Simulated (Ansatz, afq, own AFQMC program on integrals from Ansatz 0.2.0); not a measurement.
## SiNH4, doublet in 6-31G, levels against CCSDT(Q)

```
atom    x (Å)    y (Å)    z (Å)
  Si  -0.1477   0.0000   1.0761
   N   0.2200   0.0000  -2.0211
   H   0.5221  -1.2268   1.6018
   H   0.5221   1.2268   1.6018
   H   0.0075  -0.8301  -2.5518
   H   0.0075   0.8301  -2.5518
```

Connectivity, by distances: SiH2 ··· NH2.

Basis 6-31G. Only valence electrons are correlated. Ansatz 0.2.0 and our own AFQMC program on the same integrals; the CISD trial comes from CCSD amplitudes, and released means the phaseless constraint is let go. ± is one standard error of the sampling.

Determinant: ROHF, the one that the program's search chose, which needn't be the lowest solution. The geometry is a point of a scan.

No full CI on the walks' own integrals is used here; CCSDT(Q) serves as the reference and is uncertain by about the last step of the cluster series.

Cautions: higher spins were not checked; a spin-contaminated unrestricted determinant lies lower (UHF 157 meV lower, ⟨S²⟩ 1.14).

The T1 diagnostic is 0.0244 and the weight of the determinant in the CISD state is 0.885. The size of the correlated space is 13 electrons in 24 orbitals.

```json
{"level": "MP2", "correlation energy (eV)": "-3.6140"}
{"level": "CCSD", "correlation energy (eV)": "-4.5583"}
{"level": "CCSD(T)", "correlation energy (eV)": "-4.6138"}
```

Question: Estimate where phaseless AFQMC with a CISD trial lies against CCSD(T) on the same integrals.

Answer: 0.57 ± 0.24 kcal/mol below CCSD(T).

Reference: CCSDT(Q), correlation energy -4.642 eV. The released energy is read at 1.62 1/Eh, later times being too noisy (meV from the phaseless value at times in 1/Eh: 5 ± 17 at 0.24, -17 ± 16 at 0.51, -16 ± 16 at 0.99, -11 ± 15 at 1.62, 7 ± 22 at 2.40).

| level | E − E(reference) (kcal/mol) | share of correlation (%) |
| --- | --- | --- |
| CCSD(T) | 0.65 | 99.39 |
| CCSDT | 0.17 | 99.84 |
| ph-AFQMC/CISD | 0.08 ± 0.24 | 99.93 |
| released AFQMC | -0.19 ± 0.35 | 100.18 |

A walk keeps the symmetry of its determinant, which the program's search chose and which needn't be the lowest solution, so a lower state of the same spin and another symmetry isn't excluded. Released energies are given only where the last usable release times agree within the noise; a slower fall can still hide under it.
